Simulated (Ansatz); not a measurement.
# CH₃S−: small, medium and large basis sets

The task here is to estimate one member of a computed series from the others.

The runs use Ansatz 0.2.0, Gaussian basis; one geometry, several basis sets.

Plan: PBE0-D4/def2-SVPD; ωB97M-V/def2-SVPD; PBE0-D4/def2-QZVPPD; ωB97M-V/def2-QZVPPD; the functionals' def2-TZVPPD values are taken from earlier runs.

### The geometry

All runs share one geometry, relaxed beforehand with PBE0-D4 in a triple-zeta def2 set.

SMILES `C[S-]`, 5 atoms, charge -1, spin multiplicity 1.

Atoms are counted from 1 here; the program's logs count them from 0.

Bond lengths: C1–S2 1.820 Å, C1–H3 1.098 Å, C1–H4 1.098 Å, C1–H5 1.098 Å. Angles: S2–C1–H3 111.9°, S2–C1–H4 111.9°, S2–C1–H5 111.9°, H3–C1–H4 107.0°, H3–C1–H5 107.0°, H4–C1–H5 107.0°.

As a file:

```
C    -0.1021    0.0235    0.0554
S     1.4659   -0.3376   -0.7956
H    -0.2769   -0.6585    0.8979
H    -0.9643   -0.0715   -0.6178
H    -0.1225    1.0441    0.4600
```

The first run:

Contents of in.yaml:

```yaml
crystal:
  periodic: [false, false, false]
  atoms:
    - {symbol: C, position_ang: [-0.102132, 0.023522, 0.055427]}
    - {symbol: S, position_ang: [1.465939, -0.337576, -0.795557]}
    - {symbol: H, position_ang: [-0.276948, -0.658541, 0.897921]}
    - {symbol: H, position_ang: [-0.964308, -0.071451, -0.617775]}
    - {symbol: H, position_ang: [-0.122541, 1.044057, 0.459974]}
basis:
  gaussian: {orbitals: def2-SVPD}
total_charge: -1
hamiltonian: {xc: pbe0, dispersion: d4}
output: {orbitals: {seedname: orbitals}}
```

Started as:

```sh
$ ansatz run in.yaml --threads 2 --pin off --events-out ev --progress --plain --max-ram 32768MiB --backend cpu
```

Among the steps run: PBE0-D4 in def2-SVPD; ωB97M-V in def2-SVPD; PBE0-D4 in def2-QZVPPD; ωB97M-V in def2-QZVPPD.

One of the session's tables, all rows but one given; the rest of the session is left out.

It belongs to the step «Functionals by basis». 

| functional | basis | HOMO (eV) | LUMO (eV) |
| --- | --- | --- | --- |
| PBE0-D4 | def2-SVPD | 0.29 | 4.97 |
| PBE0-D4 | def2-TZVPPD | 0.28 | 4.33 |
| PBE0-D4 | def2-QZVPPD | 0.27 | 3.90 |
| ωB97M-V | def2-SVPD | -1.86 | 5.91 |
| ωB97M-V | def2-TZVPPD | ? | ? |
| ωB97M-V | def2-QZVPPD | -1.89 | 4.21 |

Estimate the missing values for ωB97M-V, def2-TZVPPD.

The run gave: HOMO (eV): -1.88; LUMO (eV): 4.76. In the column «HOMO (eV)» it lies between ωB97M-V, def2-QZVPPD (-1.89) and ωB97M-V, def2-SVPD (-1.86).
